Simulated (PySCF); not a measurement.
**CH: input and log**

State: ²Π (doublet), unpaired electrons π ↑.

An equivalent input (the run itself took its basis sets from the Basis Set Exchange, started from a PBE0 density and held the occupation σ 3α 3β, πy 1α 0β):

```python
from pyscf import gto, scf, cc
mol = gto.M(atom='H 0 0 0; C 0 0 1.125', basis={'H': 'def2-TZVPPD', 'C': 'def2-TZVPPD'},
            charge=0, spin=1, verbose=4, symmetry='C2v')
mf = scf.UHF(mol)
mf.irrep_nelec = {'A1': (3, 3), 'B2': (1, 0)}
mf.conv_tol = 1e-9
mf.max_cycle = 60
mf.diis_space = 10
mf.kernel()
mycc = cc.CCSD(mf, frozen=[[0, 53], [0, 53]])
mycc.run(conv_tol=1e-7, conv_tol_normt=1e-5, max_cycle=80, diis_space=8)
et = mycc.ccsd_t()
```

The SCF ended at -38.28263282 hartree. The coupled-cluster part of the log:

```
******** <class 'pyscf.cc.uccsd.UCCSD'> ********
CC2 = 0
CCSD nocc = (3, 2), nmo = (52, 52)
frozen orbitals [[0, 53], [0, 53]]
max_cycle = 80
direct = 0
conv_tol = 1e-07
conv_tol_normt = 1e-05
diis_space = 8
diis_start_cycle = 0
diis_start_energy_diff = 1e+09
Init t2, MP2 energy = -0.100704717847285
Init E_corr(UCCSD) = -0.100704717847812
cycle = 1  E_corr(UCCSD) = -0.117056105462702  dE = -0.0163513876  norm(t1,t2) = 0.0509647
cycle = 2  E_corr(UCCSD) = -0.121759343573906  dE = -0.00470323811  norm(t1,t2) = 0.0241796
cycle = 3  E_corr(UCCSD) = -0.125572506386483  dE = -0.00381316281  norm(t1,t2) = 0.0137795
cycle = 4  E_corr(UCCSD) = -0.125496331394821  dE = 7.61749917e-05  norm(t1,t2) = 0.00355882
cycle = 5  E_corr(UCCSD) = -0.125509341530268  dE = -1.30101354e-05  norm(t1,t2) = 0.00130219
cycle = 6  E_corr(UCCSD) = -0.125536031686765  dE = -2.66901565e-05  norm(t1,t2) = 0.000579767
cycle = 7  E_corr(UCCSD) = -0.1255306380916  dE = 5.39359516e-06  norm(t1,t2) = 0.00017955
cycle = 8  E_corr(UCCSD) = -0.125530923295762  dE = -2.85204161e-07  norm(t1,t2) = 5.09873e-05
cycle = 9  E_corr(UCCSD) = -0.12553138889744  dE = -4.65601679e-07  norm(t1,t2) = 1.86699e-05
cycle = 10  E_corr(UCCSD) = -0.125531033959526  dE = 3.54937914e-07  norm(t1,t2) = 5.24427e-06
cycle = 11  E_corr(UCCSD) = -0.125530942483131  dE = 9.14763954e-08  norm(t1,t2) = 2.03806e-06
UCCSD converged
E(UCCSD) = -38.40816376200625  E_corr = -0.1255309424831309
UCCSD(T) correction = -0.00334686682571085
```

T1 diagnostic 0.012, D1 0.026, 5 electrons correlated, 1 of the virtual orbitals (those above 20 hartree) left out.

Repeating this along the bond gives Re = 1.121 Å and ωe = 2849 cm⁻¹.

A point of this curve took 1.6 CPU seconds beside 0.034 for the integrals, on Intel Xeon 6975P-C (shared host).

Correlated steps freeze 1 core orbital. The state is the lowest determinant that a PBE0 search found; another state may lie lower at other levels.
